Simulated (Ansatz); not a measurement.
The input, for Ansatz 0.2.0:

```yaml
crystal:
  periodic: [false, false, false]
  atoms:
    - {symbol: Al, position_ang: [0.000000, 0.000000, 0.000000]}
    - {symbol: O, position_ang: [0.000000, 0.000000, 1.620001]}
basis:
  gaussian: {orbitals: pcseg-2}
magnetization: {spin_polarized: false, initial_magnetization: 5}
correlation: {active_space: {ras: {orbitals: [2, 5, 51], electrons: 9, max_holes: 2, max_particles: 2}, fixed_orbitals: true}}
accuracy: high
output: {forces: true}
```

```sh
$ ansatz run in.yaml --threads 1 --pin off --events-out ev --progress --plain --max-ram 2393MiB
```

Task: How does this run end?

Result: Converged. The settings were drawn as a stress test.
```
922 factors; integrals over basis functions are off by at most 3.7e-9 eV
mean field evaluation 1: about -8609.3862 eV, gradient 2.1e1 eV
mean field evaluation 2: about -8609.3982 eV, gradient 2.1e1 eV
mean field evaluation 4: about -8612.8062 eV, gradient 2.4e0 eV
mean field evaluation 8: about -8612.8371 eV, gradient 8.8e-2 eV
mean field evaluation 16: about -8612.8372 eV, gradient 6.9e-9 eV
mean field evaluation 32: about -8612.8173 eV, gradient 5.9e-1 eV
mean field -8612.83717910 eV, -316.5159283411 hartree, gradient 6.9e-9 eV, S^2 8.750000; 5 other end points of the search recorded, 0 dependent functions left out
reference -8612.83717910 eV, -316.5159283411 hartree; 13, 8 occupied and 51, 56 virtual orbitals, 922 factors
state -8617.51593016 eV, -316.6878692712 hartree
the calculation of the forces begins
Total energy: -8617.51593016 eV, -316.6878692712 hartree
Atom 0 at     0.000000     0.000000     0.000000 Å, force     0.000000     0.000000   -11.268046 eV/Å
Atom 1 at     0.000000     0.000000     1.620001 Å, force    -0.000000    -0.000000    11.268046 eV/Å
Dipole moment:    -0.000000    -0.000000     0.665382 e Å
```
